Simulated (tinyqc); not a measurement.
Inside a calculation. Method: harmonic frequencies on the RHF/sto-3g surface (energies and gradients from PySCF), for H3O+, spin multiplicity 1. Computed by tinyqc, a small Python program that keeps every step (integrals from PySCF). Settings: charge = 1, multiplicity = 1, basis = sto-3g, delta = 0.01. Command: `OMP_NUM_THREADS=1 python tinyqc.py 29199 29200 out.jsonl` (the two numbers bound the seeds that draw the settings). One thread of a shared host (Intel(R) Xeon(R) Processor @ 2.60GHz), about 2 s of CPU time with the checks.

## One row of the Hessian: 3Hy

optimised positions (bohr), order 1O, 2H, 3H, 4H:
```
[[0.022732, 0.032901, 0.564287],
 [1.822708, -0.044193, 0.058034],
 [-0.818612, 1.644538, 0.120540],
 [-0.960687, -1.487737, 0.092399]]
```

gradient at +delta (hartree/bohr), order 1O, 2H, 3H, 4H:
```
[[0.00196802, -0.00493348, 0.00093689],
 [-0.00004706, 0.00014214, 0.00004146],
 [-0.00212652, 0.00491738, -0.00117081],
 [0.00020556, -0.00012604, 0.00019246]]
```

gradient at -delta (hartree/bohr), order 1O, 2H, 3H, 4H:
```
[[-0.00204438, 0.00504033, -0.00101012],
 [0.00004242, -0.00014243, -0.00003037],
 [0.00220731, -0.00503976, 0.00122390],
 [-0.00020535, 0.00014186, -0.00018340]]
```

Displace 3Hy by +/-0.01 bohr; H(k, :) = (g(+) - g(-)) / (2 delta).

row of the Hessian (hartree/bohr^2): [0.20062007, -0.49869006, 0.09735041, -0.00447425, 0.01422828, 0.00359185, -0.21669149, 0.49785708, -0.11973513, 0.02054567, -0.01339530, 0.01879287]

## Hessian by finite differences

All rows are made in the same way, and the matrix is symmetrised.

Hessian (symmetrised) (hartree/bohr^2), order 1Ox, 1Oy, 1Oz, 2Hx, 2Hy, 2Hz, 3Hx, 3Hy, 3Hz, 4Hx, 4Hy, 4Hz:
```
[[1.06924676, 0.00016005, -0.01615825, -0.59235855, 0.01992226, 0.19621778, -0.21924898, 0.20059631, -0.08097711, -0.25764574, -0.22067862, -0.09908236],
 [0.00016005, 1.06943427, 0.00905743, 0.02053398, -0.11508398, -0.00944840, 0.20134610, -0.49868813, 0.15785517, -0.22204013, -0.45566868, -0.15746423],
 [-0.01615825, 0.00905743, 0.14269724, 0.12811114, -0.00635925, -0.05306414, -0.04958964, 0.09733444, -0.04251158, -0.06236364, -0.10003271, -0.04711949],
 [-0.59235855, 0.02053398, 0.12811114, 0.60012106, -0.02207521, -0.15372803, -0.00237063, -0.00447409, 0.01194839, -0.00539129, 0.00601523, 0.01366905],
 [0.01992226, -0.11508398, -0.00635925, -0.02207521, 0.08388700, 0.00723408, 0.03955592, 0.01422822, -0.01837778, -0.03740282, 0.01697125, 0.01750295],
 [0.19621778, -0.00944840, -0.05306414, -0.15372803, 0.00723408, 0.05372096, -0.02078514, 0.00359256, -0.00046743, -0.02170325, -0.00137825, -0.00019001],
 [-0.21924898, 0.20134610, -0.04958964, -0.00237063, 0.03955592, -0.02078514, 0.19605882, -0.21666783, 0.06160100, 0.02556373, -0.02423315, 0.00877351],
 [0.20059631, -0.49868813, 0.09733444, -0.00447409, 0.01422822, 0.00359256, -0.21666783, 0.49785708, -0.11971991, 0.02054538, -0.01339537, 0.01879339],
 [-0.08097711, 0.15785517, -0.04251158, 0.01194839, -0.01837778, -0.00046743, 0.06160100, -0.11971991, 0.04375821, 0.00742728, -0.01975644, -0.00077994],
 [-0.25764574, -0.22204013, -0.06236364, -0.00539129, -0.03740282, -0.02170325, 0.02556373, 0.02054538, 0.00742728, 0.23747629, 0.23889662, 0.07663928],
 [-0.22067862, -0.45566868, -0.10003271, 0.00601523, 0.01697125, -0.00137825, -0.02423315, -0.01339537, -0.01975644, 0.23889662, 0.45209501, 0.12116696],
 [-0.09908236, -0.15746423, -0.04711949, 0.01366905, 0.01750295, -0.00019001, 0.00877351, 0.01879339, -0.00077994, 0.07663928, 0.12116696, 0.04808876]]
```

## Normal modes

masses (u): [15.994915, 1.007825, 1.007825, 1.007825]

Diagonalise H_ij / sqrt(m_i m_j); the 6 smallest eigenvalues belong to translations and rotations; wavenumber = sqrt(eigenvalue / 1822.888) x 219474.63; each mode has its largest component positive (the first on a tie); zero-point energy = sum of wavenumbers / 2, with 349.755 1/cm per kcal/mol.

eigenvalues of the mass-weighted Hessian (hartree/(bohr^2 u)): [-0.000017, -0.000004, -0.000002, 0.000000, 0.000000, 0.000000, 0.027082, 0.140623, 0.140640, 0.625291, 0.702434, 0.702464]

harmonic wavenumbers of the vibrations (1/cm): [846.0, 1927.7, 1927.8, 4064.9, 4308.3, 4308.4]

mass-weighted modes, order 1Ox, 1Oy, 1Oz, 2Hx, 2Hy, 2Hz, 3Hx, 3Hy, 3Hz, 4Hx, 4Hy, 4Hz:
```
[[-0.006766, -0.240298, -0.037844, 0.001599, -0.031842, -0.286880],
 [0.003797, 0.037808, -0.240324, -0.000849, -0.286920, 0.031795],
 [-0.388903, 0.004563, -0.001687, 0.087602, -0.002245, 0.005330],
 [0.135697, -0.124284, 0.021017, 0.560349, 0.049480, 0.749561],
 [-0.010770, -0.077566, 0.759871, -0.024280, 0.009164, -0.032812],
 [0.514077, -0.166833, -0.011672, -0.126319, -0.013863, -0.213779],
 [-0.049387, 0.516061, 0.443751, -0.261240, -0.286439, 0.203263],
 [0.107591, 0.344785, 0.125306, 0.501176, 0.562202, -0.369054],
 [0.518597, 0.094707, -0.142832, -0.106949, -0.156514, 0.104341],
 [-0.059357, 0.565547, -0.314000, -0.305480, 0.363810, 0.190054],
 [-0.111948, -0.417842, 0.072250, -0.473514, 0.571669, 0.275202],
 [0.516601, 0.053947, 0.161224, -0.115719, 0.179320, 0.088206]]
```

zero-point energy = 24.850215 kcal/mol

Within a degenerate level the vectors are fixed only up to a rotation; this is one choice.
